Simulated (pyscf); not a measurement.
## Insertion: `[CH]=[C]([F])[F]` [doublet] + `[FH]` → `[F][CH2][C]([F])[F]` [doublet]

Gas phase, doublet surface, charge 0. Bonds broken: H5–F7. Bonds formed: C1–H5, C1–F7. Optimised with ωB97X-D3(BJ)/def2-SVP in PySCF.

Transition state (Å):

```xyz
7

C     -0.9540    -0.2907     1.1400
C      0.2046     0.2621     0.7864
F      1.0550     0.7954     1.6293
F      0.6224     0.3997    -0.4414
H     -1.6726    -0.6534     0.2354
H     -1.2362    -0.5439     2.1613
F     -1.6934    -1.6545    -0.4695
```

One imaginary mode, 1125i cm⁻¹; descent along it reached the two sides named.

```csv
bond,change,reactant side (Å),saddle,product side
H5–F7,breaks,0.925,1.225,2.028
C1–H5,forms,3.7,1.211,1.101
C1–F7,forms,3.3,2.235,1.383
```

Electronic energies relative to the separated reactants (kcal/mol):

| level | barrier | reaction energy | reverse barrier |
|---|---|---|---|
| ωB97X-D3(BJ)/def2-TZVP | 10.6 | -36.3 | 47.0 |
| PBE/def2-TZVP | 1.6 | -32.9 | 34.4 |
| r²SCAN/def2-TZVP | 5.7 | -33.9 | 39.6 |
| B3LYP-D3(BJ)/def2-TZVP | 7.3 | -32.7 | 40.1 |
| PBE0-D3(BJ)/def2-TZVP | 8.7 | -35.4 | 44.0 |
| M06-2X/def2-TZVP | 16.3 | -33.1 | 49.4 |
| ωB97M-D3(BJ)/def2-TZVP | 11.8 | -32.6 | 44.4 |
| HF/def2-TZVP | 30.6 | -30.5 | 61.1 |

With ωB97M-D3(BJ)/def2-TZVP energies and thermal terms (ideal gas, 1 atm, RRHO with modes under 100 cm⁻¹ raised to 100, one conformer, R ln 2 for rigid chiral ones), in kcal/mol:

| T (K) | ΔH‡ | ΔG‡ | ΔH | ΔG |
|---|---|---|---|---|
| 298 | 10.4 | 19.8 | -29.1 | -19.1 |
| 600 | 10.1 | 29.4 | -29.8 | -8.6 |
| 900 | 10.3 | 39.0 | -29.6 | +2.0 |
| 1200 | 10.8 | 48.5 | -29.1 | +12.5 |

F–CH₂–C•(F)–F lies 14.8 kcal/mol over its isomer •H₂C–C(F)(F)–F, and others may lie lower still (electronic energy, ωB97M-D3(BJ)). This is the saddle that the search found; another between the same sides may lie lower.
